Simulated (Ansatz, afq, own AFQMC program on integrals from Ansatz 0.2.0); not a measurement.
HO₂, doublet in cc-pVDZ, levels against CCSDT(Q)

```yaml
atoms:
  - { symbol: O, position_ang: [0.0000, -0.1015, 0.6187] }
  - { symbol: O, position_ang: [0.0000, 0.0512, -0.6811] }
  - { symbol: H, position_ang: [0.0000, 0.7992, 0.9917] }
```

Connectivity, by distances: OH–O.

Basis cc-pVDZ. Noble-gas cores (and the filled d shells of Ga–Kr and In–Xe) are frozen. Ansatz 0.2.0 and our own AFQMC program on the same integrals; the CISD trial comes from CCSD amplitudes, and released means the phaseless constraint is let go. Free projection: walkers drawn from exp(T), propagated without any constraint. Its projection time is finite, and what remains of the start isn't in its error. Error bars are statistical, one sigma.

Determinant: UHF, the one that the program's search chose, which needn't be the lowest solution. The geometry is a point of a scan.

No full CI on the walks' own integrals is used here; CCSDT(Q) serves as the reference and is uncertain by about the last step of the cluster series.

Cautions: the ph-AFQMC/CISD walk drifts between its halves (2.1 errors).

The T1 diagnostic is 0.0310, the weight of the determinant in the CISD state is 0.885 and the ⟨S²⟩ of the determinant is 0.759. The size of the correlated space is 13 electrons in 31 orbitals.

Reference: CCSDT(Q), correlation energy -10.120 eV. The released energy is read at 2.40 1/Eh (meV from the phaseless value at times in 1/Eh: 7 ± 18 at 0.24, -35 ± 17 at 0.51, -26 ± 20 at 0.99, -41 ± 35 at 1.62, 19 ± 28 at 2.40).

```
         level  E − E(reference) (kJ/mol)  share of correlation (%)
            HF                      976.5                      0.00
           MP2                       78.2                     91.99
          CCSD                       27.0                     97.24
       CCSD(T)                        4.9                     99.50
         CCSDT                        3.2                     99.67
 ph-AFQMC/CISD                  2.3 ± 1.6                     99.76
released AFQMC                  4.1 ± 2.7                     99.58
    free AFQMC                  1.8 ± 2.8                     99.81
```

Free projections are given only where their last times agree within the noise and don't stop above the reference; a slow remainder of the start can still hide under it. A walk keeps the symmetry of its determinant, which the program's search chose and which needn't be the lowest solution, so a lower state of the same spin and another symmetry isn't excluded. Released energies are given only where the last usable release times agree within the noise; a slower fall can still hide under it.
